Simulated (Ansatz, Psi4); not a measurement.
# C3H3 (propargyl radical): from total energies to a heat of formation

C3H3: 6 atoms, total charge 0, spin state doublet. As SMILES, `[CH]=C=C`. The shape is that of a PBE0-D4/def2-TZVP optimisation.

```tsv
atom	x (Å)	y (Å)	z (Å)
C	-1.2974	-0.3720	-0.6607
C	-0.2433	-0.0698	-0.1240
C	0.9337	0.2678	0.4753
H	-2.2160	-0.6357	-1.1281
H	1.8651	0.2344	-0.0758
H	0.9580	0.5754	1.5132
```

Total energies at UMP3/def2-SVPD, 3 core orbitals frozen (Psi4 1.11); the atoms run unrestricted:

| species | state | energy (Eh) |
| --- | --- | --- |
| C3H3 | doublet | -115.557279 |
| C | triplet | -37.714337 |
| H | doublet | -0.499278 |

Harmonic wavenumbers at UPBE0-D4/def2-TZVP, in cm⁻¹: 359, 408, 472, 643, 690, 1025, 1100, 1451, 2017, 3166, 3260, 3474.

Measured heats of formation of the gaseous atoms at 298.15 K, in kJ/mol: C 716.9, H 218.0. Take 1 Eh = 2625.50 kJ/mol, 1 cm⁻¹ = 0.0119627 kJ/mol, RT = 2.479 kJ/mol.

Q: What heat of formation follows?

A: 
1. Electronic atomisation energy: 3 × (-37.714337) + 3 × (-0.499278) − (-115.557279) = 0.916434 Eh = 2406.1 kJ/mol.
2. Zero-point energy: half the sum of the wavenumbers, 9032.5 cm⁻¹ = 108.1 kJ/mol.
3. Thermal vibrational enthalpy, Σ hcν̃/(exp(hcν̃/kT) − 1): 3.2 kJ/mol. Translation, rotation and pV of a non-linear molecule: 4 RT = 9.9 kJ/mol.
4. The 6 free atoms carry 5/2 RT each: 37.2 kJ/mol.
5. Spin-orbit coupling lowers the free atoms by 3 × 0.02 = 0.1 kJ/mol.
6. Atomisation enthalpy at 298 K: 2406.1 − 0.1 − 108.1 − 3.2 − 9.9 + 37.2 = 2322.0 kJ/mol.
7. Sum of the atoms' heats of formation: 2804.7 kJ/mol. Heat of formation: 2804.7 − 2322.0 = +482.7 kJ/mol.

The tabulated value is +351.5 kJ/mol (Active Thermochemical Tables), so this level is off by +131.2 kJ/mol, or 5.3 % of the atomisation enthalpy that the table implies (2453.1 kJ/mol). Perturbation theory converges slowly with the basis for atomisation. A double-zeta basis underbinds. Anharmonicity and any spin-orbit splitting of the molecule are left out, and so is core correlation.
